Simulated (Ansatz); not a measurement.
**BHO2+ (doublet): from Hartree-Fock to the top rungs, def2-QZVPP**

One table from this session's results is given with a row withheld; the runs are named, their logs left out.

Program: Ansatz 0.2.0, Gaussian basis. Level of theory: def2-QZVPP, core rule «outside noble gas», up to 3 orbitals frozen. These are calculated values, not measurements.

The runs, in order: UHF; ROHF; CCSD(T) on UHF.

2 further runs of the same task are left out: 2 set aside as unsound or not needed. Runs told in other sessions of the task aren't counted.

## What is computed

The geometry is a PBE0/def2-TZVP stationary point (not a proven minimum) of the parent state, kept for this charge and spin.

4 atoms, charge 1, spin multiplicity 2.

Atoms are counted from 1 here; the program's logs count them from 0.

Bond lengths: O1–B2 1.211 Å, B2–O3 1.322 Å, O3–H4 0.960 Å. Angles: O1–B2–O3 177.5°, B2–O3–H4 117.0°.

The first run:

Input file in.yaml:

```yaml
crystal:
  periodic: [false, false, false]
  atoms:
    - {symbol: O, position_ang: [0.000000, 0.037717, 1.291429]}
    - {symbol: B, position_ang: [0.000000, 0.005237, 0.081329]}
    - {symbol: O, position_ang: [0.000000, -0.087552, -1.237247]}
    - {symbol: H, position_ang: [0.000000, 0.734879, -1.732370]}
basis:
  gaussian: {orbitals: "def2-QZVPP.json"}
total_charge: 1
magnetization: {spin_polarized: true, initial_magnetization: 1}
hamiltonian: {xc: hf}
output: {orbitals: {seedname: orbitals}}
```

Run with:

```console
$ ansatz run in.yaml --threads 1 --pin off --events-out ev --progress --plain --max-ram 2393MiB
```

Steps of the session up to this table: UHF; ROHF; CCSD(T) on UHF.

One of the session's tables, all rows but one given; the rest of the session is left out.

It belongs to the step «Misses and costs». 

```
  method  from UCCSD(T) (kJ/mol)
    ROHF                 +1478.5
     UHF                       ?
    UMP2                   +90.1
   UCCSD                   +55.9
UCCSD(T)                       0
```

Estimate the missing values for UHF.

**Answer.** from UCCSD(T) (kJ/mol): +1465.7. In the column «from UCCSD(T) (kJ/mol)» it lies between UMP2 (+90.1) and ROHF (+1478.5).
